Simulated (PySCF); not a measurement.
Isomers of C3H7NO, one GFN2-xTB conformer each. Single-point energies are computed at PBE0/pcSseg-1 (PySCF, gas phase, no added dispersion term), electronic only.

Question: Rank them by PBE0/pcSseg-1 energy, lowest first (kcal/mol).
A. `[CH3:1][CH2:2][NH:3][CH:4]=[O:5]` with C1–C2–N3–C4 115°, C2–N3–C4–O5 3°
B. `[CH3:1]/[N:2]=[CH:3]/[O:4][CH3:5]` with N2–C3–O4–C5 0°

Answer: A (0.0), B (25.3).

As drawn, the lower has a C=O bond, an N–H bond and a C(=O)–N unit, which the higher lacks; the higher has a C=N bond, which the lower lacks. GFN2-xTB itself gives, in the same order: 0.0, 11.3. Both levels put the same isomer lowest.

Which frontier levels, dipoles and rotational constants go with these structures?

```json
{"SMILES": "CCNC=O", "HOMO (eV, PBE0/pcSseg-1)": "-7.38", "LUMO (eV)": "0.90", "dipole (D)": "3.96", "A, B, C (MHz)": "12743, 2980, 2734"}
{"SMILES": "C/N=C/OC", "HOMO (eV, PBE0/pcSseg-1)": "-7.31", "LUMO (eV)": "0.87", "dipole (D)": "0.37", "A, B, C (MHz)": "16577, 2962, 2594"}
```
